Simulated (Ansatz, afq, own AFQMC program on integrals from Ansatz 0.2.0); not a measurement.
# Co, quartet in def2-TZVP, levels against CCSDT(Q)

A free Co atom.

Basis def2-TZVP. Noble-gas cores (and the filled d shells of Ga–Kr and In–Xe) are frozen. Integrals, coupled cluster, full CI and functionals: Ansatz 0.2.0; the random walks run on the same integrals in our own AFQMC program. The CISD trial takes its coefficients from CCSD amplitudes. Released means that phaseless walkers are propagated on without the constraint, phases kept. Uncertainties: one standard error, sampling alone. The metal's outer-core s and p shells are frozen, which shifts wave-function levels against functionals.

Determinant: UHF, the one that the program's search chose, which needn't be the lowest solution.

No full CI on the walks' own integrals is used here; CCSDT(Q) serves as the reference and is uncertain by about the last step of the cluster series.

Cautions: no relativity below Rb; outer-core shells of the metal frozen; the released energies are still falling, so no released level is given (meV from the phaseless value at times in 1/Eh: -11 ± 3 at 0.24, -6.2 ± 2.1 at 0.50, -11 ± 3 at 1.00, -15.1 ± 2.2 at 1.50).

```
T1 diagnostic                               : 0.0194
weight of the determinant in the CISD state : 0.915
⟨S²⟩ of the determinant                     : 3.760
size of the correlated space                : 9 electrons in 36 orbitals
```

```csv
level,correlation energy (eV)
MP2,-5.3278
CCSD,-5.5646
CCSD(T),-5.7023
```

(1) Estimate where phaseless AFQMC with the Hartree–Fock trial lies against CCSD(T) on the same integrals.

(1) 10.4 ± 1.5 kJ/mol above CCSD(T).

Reference: CCSDT(Q), correlation energy -5.716 eV.

```json
{"level": "CCSD(T)", "E − E(reference) (kJ/mol)": "1.4", "share of correlation (%)": "99.75"}
{"level": "CCSDT", "E − E(reference) (kJ/mol)": "0.3", "share of correlation (%)": "99.95"}
{"level": "ph-AFQMC/HF", "E − E(reference) (kJ/mol)": "11.8 ± 1.5", "share of correlation (%)": "97.86"}
{"level": "ph-AFQMC/CISD", "E − E(reference) (kJ/mol)": "2.0 ± 0.2", "share of correlation (%)": "99.65"}
```
